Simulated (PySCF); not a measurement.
## Dipole moment and polarisability of PMe2PMe2

Compound: PMe2PMe2, C4H12P2.
Structure used (GFN2-xTB), in Å, numbered top down from 1:
```
atom  x, y, z in Å
C1     1.9872    1.1024   -0.0036
P2     0.6452    0.1734    0.8765
C3     1.4705   -1.4873    0.8864
P4    -0.6447   -0.1699   -0.8744
C5    -1.9872   -1.1025    0.0015
C6    -1.4723    1.4895   -0.8861
H7     1.6536    2.1169   -0.2123
H8     2.2577    0.6090   -0.9360
H9     2.8577    1.1534    0.6489
H10    2.3409   -1.4369    1.5391
H11    1.7821   -1.7753   -0.1166
H12    0.7855   -2.2341    1.2830
H13   -2.8569   -1.1510   -0.6523
H14   -2.2600   -0.6144    0.9360
H15   -1.6540   -2.1181    0.2060
H16   -0.7870    2.2359   -1.2831
H17   -1.7859    1.7790    0.1158
H18   -2.3413    1.4364   -1.5406
```

Level: CAM-B3LYP/def2-SVPD (PySCF), static field, nuclei fixed, core orbitals frozen in the response. The polarisability tensor in these axes (au):

```
x   115.86   1.64  10.79
y     1.64 103.25  -5.67
z    10.79  -5.67  95.27
```

Diagonalise the tensor; give its mean and Δα, where Δα² is half the sum of the squared differences of the eigenvalues.

Principal values 88.34, 105.52 and 120.50 au; mean 104.79 au = 15.53 Å³ = 17.28 × 10⁻⁴⁰ C²·m²/J; Δα = 27.87 au (27 % of the mean).

What is the dipole moment?

0.00 D; point group C2h allows none.

What depolarisation ratio follows for Rayleigh scattering of linearly polarised light, taking the static tensor?

ρ = 3Δα²/(45ᾱ² + 4Δα²) = 2330.7/(494146 + 3107.6) = 0.00469.

Traceless (Buckingham) quadrupole moment about the centre of nuclear charge: eigenvalues?

-8.79, 3.28, 5.51 D·Å. With no charge and no dipole, the values don't depend on the origin. The electronic extent ⟨r²⟩ about the same centre is 1032 bohr², a root-mean-square distance of 2.09 Å for the 66 electrons.

Give the principal axes and the span of the nuclei along them.

Largest value along (0.91, -0.04, 0.40), where the nuclei span 5.65 Å; middle along (0.19, 0.93, -0.32), 4.68 Å; least along (-0.36, 0.37, 0.86), 2.78 Å. The response follows the extents in order.

Isolated species at its GFN2-xTB geometry (one conformer only).

The run behind these numbers computed excited states as well. The run took 36 s of wall time on one thread of an x86-64 server, on a shared host.
